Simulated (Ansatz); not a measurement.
# AlHF+ (triplet): wave-function methods side by side, def2-QZVPP

An exercise on one series of results from a longer session: the logs are not shown, and one member is left open.

The runs use Ansatz 0.2.0, Gaussian basis; def2-QZVPP, core rule «outside noble gas», up to 6 orbitals frozen.

The runs, in order: UHF; ROHF; CCSD(T) on UHF.

2 further runs of the same task are left out: 2 set aside as unsound or not needed.

## The geometry

The geometry is a PBE0/def2-TZVP stationary point (not a proven minimum) of the parent state, kept for this charge and spin.

3 atoms, charge 1, spin multiplicity 3.

Atoms are counted from 1 here; the program's logs count them from 0.

Bond lengths: Al1–F2 1.656 Å, Al1–H3 1.607 Å. Angles: F2–Al1–H3 115.4°.

Geometry (Å):

| atom | x (Å) | y (Å) | z (Å) |
| --- | --- | --- | --- |
| Al1 | 0.0000 | -0.1153 | 0.6452 |
| F2 | 0.0000 | 0.0982 | -0.9968 |
| H3 | 0.0000 | 1.2348 | 1.5172 |

The first run:

Input file in.yaml:

```yaml
crystal:
  periodic: [false, false, false]
  atoms:
    - {symbol: Al, position_ang: [0.000000, -0.115297, 0.645226]}
    - {symbol: F, position_ang: [0.000000, 0.098231, -0.996846]}
    - {symbol: H, position_ang: [0.000000, 1.234843, 1.517246]}
basis:
  gaussian: {orbitals: "def2-QZVPP.json"}
total_charge: 1
magnetization: {spin_polarized: true, initial_magnetization: 2}
hamiltonian: {xc: hf}
output: {orbitals: {seedname: orbitals}}
```

Command:

```bash
$ ansatz run in.yaml --threads 1 --pin off --events-out ev --progress --plain --max-ram 2393MiB
```

Steps of the session up to this table: UHF; ROHF; CCSD(T) on UHF.

One table of the session follows, with a row left open; its other results are not shown here.

```
  method  from UCCSD(T) (meV)
    ROHF              +8754.7
     UHF                    ?
    UMP2               +262.0
   UCCSD               +301.0
UCCSD(T)                    0
```

Q: Estimate the row for UHF from the others.

The run gave: from UCCSD(T) (meV): +8738.3. In the column «from UCCSD(T) (meV)» it lies between UCCSD (+301.0) and ROHF (+8754.7).
